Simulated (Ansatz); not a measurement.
For GaS (P6₃/mmc, No. 194), LDA (plane waves, PAW; Ansatz, an electronic-structure program) gives:

| Quantity | Value |
|---|---|
| equilibrium lattice constant a | 3.536 Å |
| c axis length | 15.240 Å |
| cohesive energy | 4.32 eV/atom |
| band gap | 1.37 eV |

**Question.** What does HSE06 (Ansatz, PAW) give for the same quantities?

**Answer.** 
- lattice constant a: 3.599 Å (increases by 1.8 %)
- lattice parameter c: 17.318 Å (increases by 14 %)
- cohesive energy: 3.51 eV/atom (decreases by 0.81 eV/atom)
- band gap: 2.91 eV (increases by 1.54 eV)

For comparison: band gap 2.5 eV (measured, temperature not stated, no zero-point or thermal correction, compiled measured gap; kind and temperature not stated; as tabulated in Kothakonda et al. (2022), arXiv:2208.02841).

Changes are worked out from the printed values.

Unless a cell is named, each level is at its own relaxed cell (LDA 20.63, HSE06 24.28 Å³/atom).

Spin–orbit coupling is included only where a level's name says +SOC; with heavier elements it mostly lowers gaps and can invert bands. Density-functional gaps are differences of (generalised) Kohn–Sham levels.

Caveats: LDA has no dispersion term either, though it tends to give short spacings of layers, chains or molecules (LDA); the cell comes from a level without a dispersion term, which matters for the spacing of layers, chains or molecules (HSE06). Ansatz's density-functional and Hartree–Fock values are scalar-relativistic unless marked +SOC, with PAW data made under PBE.
